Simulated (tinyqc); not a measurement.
Inside a calculation. Method: Pariser-Parr-Pople SCF with singles CI, for the molecule NC1=NC=C1 (SMILES; centres numbered as the heavy atoms are written). One step of it, computed by the program tinyqc.

Task: Iteration 2: orbitals and new P. Diagonalise F (the basis is taken as orthonormal) and form P = 2 sum c c over the lowest orbitals.

F (eV), order 1N, 2C, 3N, 4C, 5C:
$$\begin{pmatrix}
-11.880039 & -4.097724 & 0.199163 & 0.558927 & 0.213785 \\
-4.097724 & -6.068703 & -3.495935 & -0.797493 & -3.501376 \\
0.199163 & -3.495935 & -6.992008 & -3.833840 & 1.112512 \\
0.558927 & -0.797493 & -3.833840 & -5.324275 & -3.757164 \\
0.213785 & -3.501376 & 1.112512 & -3.757164 & -6.427637
\end{pmatrix}$$

pi electrons, sum of z_r less the charge = 6

Give: orbital energies; P after iteration 2.

Result:

orbital energies (eV): [-14.9402, -11.9063, -7.8152, -3.5769, 1.5460]

P after iteration 2, order 1N, 2C, 3N, 4C, 5C:
$$\begin{pmatrix}
1.6912 & 0.6210 & -0.0984 & -0.3385 & -0.1110 \\
0.6210 & 0.6605 & 0.4007 & 0.3857 & 0.4356 \\
-0.0984 & 0.4007 & 1.5156 & 0.5514 & -0.5098 \\
-0.3385 & 0.3857 & 0.5514 & 0.6695 & 0.5687 \\
-0.1110 & 0.4356 & -0.5098 & 0.5687 & 1.4632
\end{pmatrix}$$
